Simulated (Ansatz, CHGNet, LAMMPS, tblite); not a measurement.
**Ladder of methods for the lattice parameter a of rock-salt NaCl**

Reference value: 5.569 Å (measured, static lattice: zero-point anharmonic expansion removed; as tabulated in Mejia-Rodriguez and Trickey (2018), arXiv:1807.09216).

```csv
level (code),value (Å),error (%)
EIM (LAMMPS),5.631,+1.11
GFN2-xTB (tblite),5.559,-0.18
CHGNet-r²SCAN (CHGNet),5.587,+0.32
LDA (Ansatz),5.464,-1.89
PBE (Ansatz),5.696,+2.28
```

Leaving aside EIM, which can be fitted to such values or carry a doubt: Nearest, and too close to rank with a margin of 0.10 % (twice that across the reference) picked here for doubts on the reference and the settings: GFN2-xTB (-0.18 %), CHGNet-r²SCAN (+0.32 %). Farthest off: PBE (+2.28 %). Within 0.5 %: GFN2-xTB, CHGNet-r²SCAN.

GFN2-xTB: the method was fitted mainly to molecules. GFN2-xTB: the run uses a supercell at the zone centre in place of a k mesh. Ansatz's density-functional and Hartree–Fock values are scalar-relativistic unless marked +SOC, with PAW data made under PBE.

Empirical potentials (EIM) are fitted to chosen data, which need not cover the solid at hand: agreement can be built in, and what lay outside the fit can be far off. Machine-learned potentials (CHGNet-r²SCAN) are trained on DFT data, which may include these solids.

Differences are worked out from the printed values.

Ansatz is a program for electronic structure.
